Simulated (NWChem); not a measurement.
System: silicon monoxide (SiO, singlet); SMILES O=[Si]

NWChem printed, in part:

```
             Northwest Computational Chemistry Package (NWChem) 7.3.0
             --------------------------------------------------------

                             Geometry "geometry" -> ""
                             -------------------------

 Output coordinates in angstroms (scale by  1.889725989 to convert to a.u.)

  No.       Tag          Charge          X              Y              Z
 ---- ---------------- ---------- -------------- -------------- --------------
    1 Si                  14.0000     0.00000000     0.00000000     0.54865100
    2 O                    8.0000     0.00000000     0.00000000    -0.96008800

 Effective nuclear repulsion energy (a.u.)      39.2830382776

                              NWChem Property Module
                              ----------------------

  itol2e modified to match energy
  convergence criterion.

                                 NWChem DFT Module
                                 -----------------

 Summary of "ao basis" -> "ao basis" (spherical)
 ------------------------------------------------------------------------------
       Tag                 Description            Shells   Functions and Types
 ---------------- ------------------------------  ------  ---------------------
 Si                          pcj-1                  13       31   6s5p2d
 O                           pcj-1                  11       27   5s4p2d

  itol2e modified to match energy
  convergence criterion.

            General Information
            -------------------
          SCF calculation type: DFT
          Wavefunction type:  spin polarized.
          No. of atoms     :     2
          No. of electrons :    22
           Alpha electrons :    11
            Beta electrons :    11
          Charge           :     0
          Spin multiplicity:     1
          Use of symmetry is: off; symmetry adaption is: off
          Maximum number of iterations: 150
          AO basis - number of functions:    58
                     number of shells:    24
          Convergence on energy requested:  1.00D-07
          Convergence on density requested:  1.00D-05
          Convergence on gradient requested:  5.00D-04

[...]

      -----------------------------------
      Indirect Spin-Spin Coupling Tensors
      -----------------------------------

      ---------------------------------------------------
      Calculating Fermi-Contact and Spin-Dipole Responses
      ---------------------------------------------------

                                NWChem CPHF Module
                                ------------------

  scftype          =     UHF
  nalpha           =       11
  nbeta            =       11
  variables        =     1034
  # of vectors     =       13
  tolerance        = 0.10D-03
  level shift      = 0.00D+00
  max iterations   =       50
  max subspace     =      130

 SCF residual:    5.8841054400898274E-006

Iterative solution of linear equations
  No. of variables     1034
  No. of equations       13
  Maximum subspace      130
        Iterations       50
       Convergence  1.0D-04

   iter   nsub   residual    time
   ----  ------  --------  ---------
     1     13    6.66D+01       4.8
     2     26    5.56D+00       7.1
     3     39    1.30D+00       9.4
     4     52    6.21D-02      11.6
     5     65    2.94D-03      13.9
     6     78    2.15D-04      16.2
     7     91    4.52D-06      18.5

      ----------------------------------------------
      Calculating Paramagnetic Spin-Orbit Responses
      ----------------------------------------------

                                NWChem CPHF Module
                                ------------------

  scftype          =     UHF
  nalpha           =       11
  nbeta            =       11
  variables        =     1034
  # of vectors     =        3
  tolerance        = 0.10D-03
  level shift      = 0.00D+00
  max iterations   =       50
  max subspace     =       30

 SCF residual:    5.8841054400898274E-006

Iterative solution of linear equations
  No. of variables     1034
  No. of equations        3
  Maximum subspace       30
        Iterations       50
       Convergence  1.0D-04

   iter   nsub   residual    time
   ----  ------  --------  ---------
     1      3    8.02D+00      19.7
     2      6    7.42D-01      20.6
     3      9    7.54D-02      21.6
     4     12    1.83D-03      22.5
     5     15    5.36D-05      23.5

      ----------------------------------
      Indirect Spin-Spin Tensors (in Hz)
      ----------------------------------

      -------------------------------------------------
      Atom    1:  29-Si and Atom    2:  17-O

      Respective Nuclear g-factors: ******** & -.757520
      -------------------------------------------------

      Fermi Contact (FC) Term (Hz):
    -48.3596      0.0000      0.0000
      0.0000    -48.3596      0.0000
      0.0000      0.0000    -48.3596
        Isotropic =     -48.3596

      Spin-Dipole   (SD) Term (Hz):
     20.4172     -0.0000      0.0000
     -0.0000     20.4172     -0.0000
     -0.0000     -0.0000    -12.8655
        Isotropic =       9.3230

      FC - SD  Cross Term (Hz):
     -9.9200     -0.0000      0.0000
     -0.0000     -9.9200      0.0000
      0.0000      0.0000     19.8399
        Isotropic =       0.0000

      Paramagnetic Spin-Orbit Term (Hz):
   -105.5755     -0.0000      0.0000
     -0.0000   -105.5755      0.0000
     -0.0000      0.0000    112.3662
        Isotropic =     -32.9283

      Diamagnetic Spin-Orbit Term (Hz):
     -1.2217     -0.0000     -0.0000
     -0.0000     -1.2217      0.0000
     -0.0000     -0.0000      2.3872
        Isotropic =      -0.0188

[...]
```

Level: B3LYP/pcJ-1. Low-valent species are run as closed-shell singlets; no triplet was tried in these runs. Coordinates come from a PBE0-D3(BJ)/def2-TZVP optimisation.

Problem. Which NWChem input produces such a log?

Solution. Several could match; the one computed here: the input that was run:
```
start job
memory heap 200 mb stack 900 mb global 1100 mb
geometry units angstroms noautosym nocenter noautoz
  Si     0.000000     0.000000     0.548651
  O      0.000000     0.000000    -0.960088
end
basis spherical
  * library pcj-1
end
dft
  odft
  mult 1
  xc b3lyp
  iterations 150
end
property
  spinspin 1 1 2
end
task dft property
```
